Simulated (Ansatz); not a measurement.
# SiHO (quartet): wB97M-V, B2PLYP, RPA-PBE over vertical spin and charge gaps and displaced geometries, cc-pVDZ, part 2 of 2

Ansatz 0.2.0, Gaussian basis; cc-pVDZ, all electrons in the functionals, frozen cores in the correlation of double hybrids and RPA. The steps go on from the part before.

### Step 14. B2PLYP, displaced geometry v1

in.yaml

```yaml
crystal:
  periodic: [false, false, false]
  atoms:
    - {symbol: Si, position_ang: [-0.000758, -0.089677, 0.597306]}
    - {symbol: O, position_ang: [-0.001591, 0.080094, -1.132190]}
    - {symbol: H, position_ang: [0.046373, 1.227425, 1.328163]}
basis:
  gaussian: {orbitals: cc-pVDZ}
magnetization: {spin_polarized: true, initial_magnetization: 3}
hamiltonian: {xc: {name: B2PLYP}}
correlation: {electrons: outside_noble_gas}
```

Started as:

```bash
$ ansatz run in.yaml --threads 1 --pin off --events-out ev --progress --plain --max-ram 2393MiB
```

What it wrote, cut to the lines that bear on the results:

```text
Functional definition: B2PLYP
  name "B2PLYP"
  cite "Grimme, J. Chem. Phys. 124, 034108 (2006) doi:10.1063/1.2148954"
  cite "Becke, Phys. Rev. A 38, 3098 (1988) doi:10.1103/PhysRevA.38.3098"
  cite "Lee, Yang & Parr, Phys. Rev. B 37, 785 (1988) doi:10.1103/PhysRevB.37.785"
[...]
357 factors; integrals over basis functions are off by at most 1.1e-3 eV
[...]
mean field -9928.95807011 eV, -364.8824789872 hartree, gradient 1.9e-6 eV, S^2 3.758563; 3 other end points of the search recorded, 0 dependent functions left out
6 core orbitals not correlated: weight in the atoms' cores, before any rotation towards them, 1.000 or more for the frozen orbitals, at most 0.000 for the correlated occupied ones
reference -9928.95817882 eV, -364.8824829819 hartree; 7, 4 occupied and 24, 27 virtual orbitals, 357 factors
second order -6.77830883 eV of doubles, -0.00000000 eV of singles
Total energy: -9930.78832220 eV, -364.9497395108 hartree
```

Wall time 1.6 s (1 thread of AMD EPYC 9R45, shared host).

From the report: ⟨S²⟩ of the determinant 3.759 (pure quartet: 3.75).

From charge 0, quartet: -0.2 kcal/mol.

### Step 15. B2PLYP, displaced geometry v2

in.yaml

```yaml
crystal:
  periodic: [false, false, false]
  atoms:
    - {symbol: Si, position_ang: [0.060472, -0.096873, 0.587957]}
    - {symbol: O, position_ang: [-0.104402, 0.097414, -1.118792]}
    - {symbol: H, position_ang: [-0.027782, 1.153012, 1.375994]}
basis:
  gaussian: {orbitals: cc-pVDZ}
magnetization: {spin_polarized: true, initial_magnetization: 3}
hamiltonian: {xc: {name: B2PLYP}}
correlation: {electrons: outside_noble_gas}
```

Launched as before.

What it wrote, cut to the lines that bear on the results:

```text
Functional definition: B2PLYP
  name "B2PLYP"
  cite "Grimme, J. Chem. Phys. 124, 034108 (2006) doi:10.1063/1.2148954"
  cite "Becke, Phys. Rev. A 38, 3098 (1988) doi:10.1103/PhysRevA.38.3098"
  cite "Lee, Yang & Parr, Phys. Rev. B 37, 785 (1988) doi:10.1103/PhysRevB.37.785"
[...]
356 factors; integrals over basis functions are off by at most 1.3e-3 eV
[...]
mean field -9928.94920415 eV, -364.8821531690 hartree, gradient 1.1e-6 eV, S^2 3.758035; 3 other end points of the search recorded, 0 dependent functions left out
6 core orbitals not correlated: weight in the atoms' cores, before any rotation towards them, 1.000 or more for the frozen orbitals, at most 0.000 for the correlated occupied ones
reference -9928.94931237 eV, -364.8821571460 hartree; 7, 4 occupied and 24, 27 virtual orbitals, 356 factors
second order -6.75400387 eV of doubles, -0.00000000 eV of singles
Total energy: -9930.77289342 eV, -364.9491725134 hartree
```

Run time: 1.7 s. Hardware: 1 thread of AMD EPYC 9R45, shared host.

From the report: ⟨S²⟩ of the determinant 3.758 (pure quartet: 3.75).

From charge 0, quartet: +0.2 kcal/mol.

### Step 16. RPA-PBE, charge 0, quartet

in.yaml

```yaml
crystal:
  periodic: [false, false, false]
  atoms:
    - {symbol: Si, position_ang: [0.000000, -0.094440, 0.592147]}
    - {symbol: O, position_ang: [0.000000, 0.091474, -1.126196]}
    - {symbol: H, position_ang: [0.000000, 1.179495, 1.376770]}
basis:
  gaussian: {orbitals: cc-pVDZ}
magnetization: {spin_polarized: true, initial_magnetization: 3}
hamiltonian: {xc: {name: PBE}}
correlation: {method: rpa, electrons: outside_noble_gas}
```

Same command.

What it wrote, cut to the lines that bear on the results:

```text
Functional definition: PBE
  name "PBE"
  cite "Perdew, Burke & Ernzerhof, Phys. Rev. Lett. 77, 3865 (1996) doi:10.1103/PhysRevLett.77.3865"
  parent pbe
[...]
357 factors; integrals over basis functions are off by at most 1.0e-3 eV
[...]
mean field -9929.68477543 eV, -364.9091849149 hartree, gradient 7.8e-8 eV, S^2 3.753182; 7 other end points of the search recorded, 0 dependent functions left out
6 core orbitals not correlated: weight in the atoms' cores, before any rotation towards them, 1.000 or more for the frozen orbitals, at most 0.000 for the correlated occupied ones
reference -9911.49370215 eV, -364.2406753022 hartree; 7, 4 occupied and 24, 27 virtual orbitals, 357 factors
Total energy: -9921.67339148 eV, -364.6147719853 hartree
```

Wall time 2.1 s (1 thread of AMD EPYC 9R45, shared host).

From the report: ⟨S²⟩ of the determinant 3.753 (pure quartet: 3.75).

### Step 17. RPA-PBE, charge 0, doublet

in.yaml: that of step 16 with these lines changed.

```diff
@@ -8,3 +8,3 @@
   gaussian: {orbitals: cc-pVDZ}
-magnetization: {spin_polarized: true, initial_magnetization: 3}
+magnetization: {spin_polarized: true, initial_magnetization: 1}
 hamiltonian: {xc: {name: PBE}}
```

The command is unchanged.

What it wrote, cut to the lines that bear on the results:

```text
Functional definition: PBE
  name "PBE"
  cite "Perdew, Burke & Ernzerhof, Phys. Rev. Lett. 77, 3865 (1996) doi:10.1103/PhysRevLett.77.3865"
  parent pbe
[...]
357 factors; integrals over basis functions are off by at most 1.0e-3 eV
[...]
mean field -9932.77083113 eV, -365.0225953701 hartree, gradient 2.4e-6 eV, S^2 0.754254; 0 other end points of the search recorded, 0 dependent functions left out
6 core orbitals not correlated: weight in the atoms' cores, before any rotation towards them, 1.000 or more for the frozen orbitals, at most 0.000 for the correlated occupied ones
reference -9911.89922310 eV, -364.2555779225 hartree; 6, 5 occupied and 25, 26 virtual orbitals, 357 factors
Total energy: -9924.60923871 eV, -364.7226623809 hartree
```

It took 0.51 s on 1 thread of AMD EPYC 9R45, shared host.

From the report: ⟨S²⟩ of the determinant 0.754 (pure doublet: 0.75).

From charge 0, quartet: -67.7 kcal/mol.

### Step 18. RPA-PBE, charge 0, sextet

in.yaml: that of step 17 with these lines changed.

```diff
@@ -8,3 +8,3 @@
   gaussian: {orbitals: cc-pVDZ}
-magnetization: {spin_polarized: true, initial_magnetization: 1}
+magnetization: {spin_polarized: true, initial_magnetization: 5}
 hamiltonian: {xc: {name: PBE}}
```

Same command.

What it wrote, cut to the lines that bear on the results:

```text
Functional definition: PBE
  name "PBE"
  cite "Perdew, Burke & Ernzerhof, Phys. Rev. Lett. 77, 3865 (1996) doi:10.1103/PhysRevLett.77.3865"
  parent pbe
[...]
357 factors; integrals over basis functions are off by at most 1.0e-3 eV
[...]
mean field -9922.39831044 eV, -364.6414122655 hartree, gradient 4.3e-6 eV, S^2 8.752486; 10 other end points of the search recorded, 0 dependent functions left out
6 core orbitals not correlated: weight in the atoms' cores, before any rotation towards them, 1.000 or more for the frozen orbitals, at most 0.000 for the correlated occupied ones
reference -9904.41690133 eV, -363.9806076689 hartree; 8, 3 occupied and 23, 28 virtual orbitals, 357 factors
Total energy: -9914.36790513 eV, -364.3463003136 hartree
```

It took 1.7 s on 1 thread of AMD EPYC 9R45, shared host.

From the report: ⟨S²⟩ of the determinant 8.752 (pure sextet: 8.75).

From charge 0, quartet: +168.5 kcal/mol.

### Step 19. RPA-PBE, charge 1, triplet

in.yaml: that of step 18 with these lines changed.

```diff
@@ -8,3 +8,4 @@
   gaussian: {orbitals: cc-pVDZ}
-magnetization: {spin_polarized: true, initial_magnetization: 5}
+total_charge: 1
+magnetization: {spin_polarized: true, initial_magnetization: 2}
 hamiltonian: {xc: {name: PBE}}
```

Launched as before.

What it wrote, cut to the lines that bear on the results:

```text
Functional definition: PBE
  name "PBE"
  cite "Perdew, Burke & Ernzerhof, Phys. Rev. Lett. 77, 3865 (1996) doi:10.1103/PhysRevLett.77.3865"
  parent pbe
[...]
357 factors; integrals over basis functions are off by at most 1.0e-3 eV
[...]
mean field -9922.06638856 eV, -364.6292143614 hartree, gradient 9.4e-6 eV, S^2 2.004426; 5 other end points of the search recorded, 0 dependent functions left out
6 core orbitals not correlated: weight in the atoms' cores, before any rotation towards them, 1.000 or more for the frozen orbitals, at most 0.000 for the correlated occupied ones
reference -9903.86328460 eV, -363.9602626294 hartree; 6, 4 occupied and 25, 27 virtual orbitals, 357 factors
Total energy: -9914.13736655 eV, -364.3378281772 hartree
```

It took 1.3 s on 1 thread of AMD EPYC 9R45, shared host.

From the report: ⟨S²⟩ of the determinant 2.004 (pure triplet: 2.00).

From charge 0, quartet: +173.8 kcal/mol.

### Step 20. RPA-PBE, charge 1, quintet

in.yaml: that of step 19 with these lines changed.

```diff
@@ -9,3 +9,3 @@
 total_charge: 1
-magnetization: {spin_polarized: true, initial_magnetization: 2}
+magnetization: {spin_polarized: true, initial_magnetization: 4}
 hamiltonian: {xc: {name: PBE}}
```

Same command.

What it wrote, cut to the lines that bear on the results:

```text
Functional definition: PBE
  name "PBE"
  cite "Perdew, Burke & Ernzerhof, Phys. Rev. Lett. 77, 3865 (1996) doi:10.1103/PhysRevLett.77.3865"
  parent pbe
[...]
357 factors; integrals over basis functions are off by at most 1.0e-3 eV
[...]
mean field -9917.30451018 eV, -364.4542185585 hartree, gradient 5.9e-7 eV, S^2 6.004439; 6 other end points of the search recorded, 0 dependent functions left out
6 core orbitals not correlated: weight in the atoms' cores, before any rotation towards them, 1.000 or more for the frozen orbitals, at most 0.000 for the correlated occupied ones
reference -9900.08783807 eV, -363.8215175285 hartree; 7, 3 occupied and 24, 28 virtual orbitals, 357 factors
Total energy: -9909.54892776 eV, -364.1692061618 hartree
```

Run time: 1.4 s. Hardware: 1 thread of AMD EPYC 9R45, shared host.

From the report: ⟨S²⟩ of the determinant 6.004 (pure quintet: 6.00).

From charge 0, quartet: +279.6 kcal/mol.

### Step 21. RPA-PBE, displaced geometry v1

in.yaml

```yaml
crystal:
  periodic: [false, false, false]
  atoms:
    - {symbol: Si, position_ang: [-0.000758, -0.089677, 0.597306]}
    - {symbol: O, position_ang: [-0.001591, 0.080094, -1.132190]}
    - {symbol: H, position_ang: [0.046373, 1.227425, 1.328163]}
basis:
  gaussian: {orbitals: cc-pVDZ}
magnetization: {spin_polarized: true, initial_magnetization: 3}
hamiltonian: {xc: {name: PBE}}
correlation: {method: rpa, electrons: outside_noble_gas}
```

The command is unchanged.

What it wrote, cut to the lines that bear on the results:

```text
Functional definition: PBE
  name "PBE"
  cite "Perdew, Burke & Ernzerhof, Phys. Rev. Lett. 77, 3865 (1996) doi:10.1103/PhysRevLett.77.3865"
  parent pbe
[...]
357 factors; integrals over basis functions are off by at most 1.1e-3 eV
[...]
mean field -9929.70109725 eV, -364.9097847309 hartree, gradient 6.4e-8 eV, S^2 3.753255; 7 other end points of the search recorded, 0 dependent functions left out
6 core orbitals not correlated: weight in the atoms' cores, before any rotation towards them, 1.000 or more for the frozen orbitals, at most 0.000 for the correlated occupied ones
reference -9911.48034009 eV, -364.2401842557 hartree; 7, 4 occupied and 24, 27 virtual orbitals, 357 factors
Total energy: -9921.68797843 eV, -364.6153080455 hartree
```

It took 2.2 s on 1 thread of AMD EPYC 9R45, shared host.

From the report: ⟨S²⟩ of the determinant 3.753 (pure quartet: 3.75).

From charge 0, quartet: -0.3 kcal/mol.

### Step 22. RPA-PBE, displaced geometry v2

in.yaml

```yaml
crystal:
  periodic: [false, false, false]
  atoms:
    - {symbol: Si, position_ang: [0.060472, -0.096873, 0.587957]}
    - {symbol: O, position_ang: [-0.104402, 0.097414, -1.118792]}
    - {symbol: H, position_ang: [-0.027782, 1.153012, 1.375994]}
basis:
  gaussian: {orbitals: cc-pVDZ}
magnetization: {spin_polarized: true, initial_magnetization: 3}
hamiltonian: {xc: {name: PBE}}
correlation: {method: rpa, electrons: outside_noble_gas}
```

Launched as before.

What it wrote, cut to the lines that bear on the results:

```text
Functional definition: PBE
  name "PBE"
  cite "Perdew, Burke & Ernzerhof, Phys. Rev. Lett. 77, 3865 (1996) doi:10.1103/PhysRevLett.77.3865"
  parent pbe
[...]
356 factors; integrals over basis functions are off by at most 1.3e-3 eV
[...]
mean field -9929.67053218 eV, -364.9086614851 hartree, gradient 4.5e-8 eV, S^2 3.753165; 6 other end points of the search recorded, 0 dependent functions left out
6 core orbitals not correlated: weight in the atoms' cores, before any rotation towards them, 1.000 or more for the frozen orbitals, at most 0.000 for the correlated occupied ones
reference -9911.49517689 eV, -364.2407294978 hartree; 7, 4 occupied and 24, 27 virtual orbitals, 356 factors
Total energy: -9921.66283262 eV, -364.6143839542 hartree
```

Run time: 1.7 s. Hardware: 1 thread of AMD EPYC 9R45, shared host.

From the report: ⟨S²⟩ of the determinant 3.753 (pure quartet: 3.75).

From charge 0, quartet: +0.2 kcal/mol.

### Step 23. The comparison

The yardstick is UCCSDT(Q), where the cluster series has nearly closed. It comes from earlier runs at the same points. Energies in kcal/mol, counted from charge 0, quartet; blanks weren't run or aren't comparable.

| level | quartet to doublet | quartet to sextet | ionisation to the triplet cation | ionisation to the quintet cation | displacement v1 | displacement v2 |
| --- | --- | --- | --- | --- | --- | --- |
| UCCSDT(Q) |  | 167.4 | 172.0 | 276.3 | -0.2 | 0.2 |
| wB97M-V | -66.0 | 175.6 | 171.8 | 285.9 | -0.2 | 0.2 |
| B2PLYP | -63.8 | 174.5 | 173.5 | 283.8 | -0.2 | 0.2 |
| RPA-PBE | -67.7 | 168.5 | 173.8 | 279.6 | -0.3 | 0.2 |

Largest miss and mean time a point (UCCSDT(Q) took 9.2 s a point; shared hosts):

| level | largest miss (kcal/mol) | where | time a point |
| --- | --- | --- | --- |
| wB97M-V | +9.6 | ionisation to the quintet cation | 4 s |
| B2PLYP | +7.5 | ionisation to the quintet cation | 1.3 s |
| RPA-PBE | +3.3 | ionisation to the quintet cation | 1.6 s |

### Step 24. Outcome

The summary covers parts 1 to 2.

| quantity | value |
| --- | --- |
| quartet to sextet, UCCSDT(Q) | 167.4 kcal/mol |
| ionisation to the triplet cation, UCCSDT(Q) | 172.0 kcal/mol |
| ionisation to the quintet cation, UCCSDT(Q) | 276.3 kcal/mol |
| displacement v1, UCCSDT(Q) | -0.2 kcal/mol |
| displacement v2, UCCSDT(Q) | 0.2 kcal/mol |
| largest miss, wB97M-V | +9.6 kcal/mol (ionisation to the quintet cation) |
| largest miss, B2PLYP | +7.5 kcal/mol (ionisation to the quintet cation) |
| largest miss, RPA-PBE | +3.3 kcal/mol (ionisation to the quintet cation) |

Misses are known at 5 of 6 points at best, and only functionals with that many are ranked. Of the functionals, RPA-PBE keep the smallest largest miss at the points compared (at most 3.3 kcal/mol) and wB97M-V strays most (9.6 kcal/mol, at ionisation to the quintet cation). Functionals and the yardstick converge differently with the basis, so part of each miss in cc-pVDZ is the basis.
